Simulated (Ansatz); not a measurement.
Results of PBEsol in Ansatz (PAW) for hcp Y.

Settings: plane-wave cutoff 520 eV, 18×18×10 k mesh (along the axes of the cell as run), Fermi–Dirac smearing 0.05 eV, scalar-relativistic PAW data made under PBE.

Starting structure:

```yaml
crystal:
  lattice:
    - [3.65000, 0.00000, 0.00000]
    - [-1.82500, 3.16099, 0.00000]
    - [0.00000, 0.00000, 5.73000]
  atoms:
    - { symbol: Y, position: [0.66667, 0.33333, 0.75000] }
    - { symbol: Y, position: [0.33333, 0.66667, 0.25000] }
```

Question: Into what structure does the relaxation of cell and atoms lead at this level, with the symmetry of the start kept?

Answer: The volume falls by 5.2 %; final space group P6_3/mmc.
```yaml
crystal:
  lattice:
    - [3.59776, 0.00000, 0.00000]
    - [-1.79888, 3.11575, 0.00000]
    - [0.00000, 0.00000, 5.58985]
  atoms:
    - { symbol: Y, position: [0.66667, 0.33333, 0.75000] }
    - { symbol: Y, position: [0.33333, 0.66667, 0.25000] }
```

Ansatz is an electronic-structure program.
